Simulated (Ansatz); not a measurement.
Zinc-blende BAs: Voigt–Reuss–Hill shear modulus by level of theory

No measured value is used here.

| level (code) | value (GPa) | cell (Å³/atom) |
|---|---|---|
| LDA (Ansatz) | 134 | 13.25 |
| PBE (Ansatz) | ___ | 13.90 |
| revPBE (Ansatz) | 123 | 14.11 |
| PBE-D3(BJ) (Ansatz) | ___ | 13.52 |
| r²SCAN (Ansatz) | 137 | 13.68 |
| r²SCAN+rVV10 (Ansatz) | 138 | 13.61 |
| B3LYP (VWN-RPA form) (Ansatz) | 134 | 14.02 |
| HSE06 (Ansatz) | 139 | 13.58 |
| r²SCAN0 (Ansatz) | 146 | 13.47 |
| Hartree–Fock (Ansatz) | ___ | 14.06 |

### Question
Complete the blanks.

### Answer

- PBE (Ansatz, a program for electronic structure), value (GPa): 126
- PBE-D3(BJ) (Ansatz), value (GPa): 132
- Hartree–Fock (Ansatz), value (GPa): 158

PBE-D3(BJ): the dispersion coefficients are held fixed in the derivatives. Each level is taken at its own relaxed cell. Cutoffs and k meshes differ between the levels. Ansatz's density-functional and Hartree–Fock values are scalar-relativistic unless marked +SOC, with PAW data made under PBE.
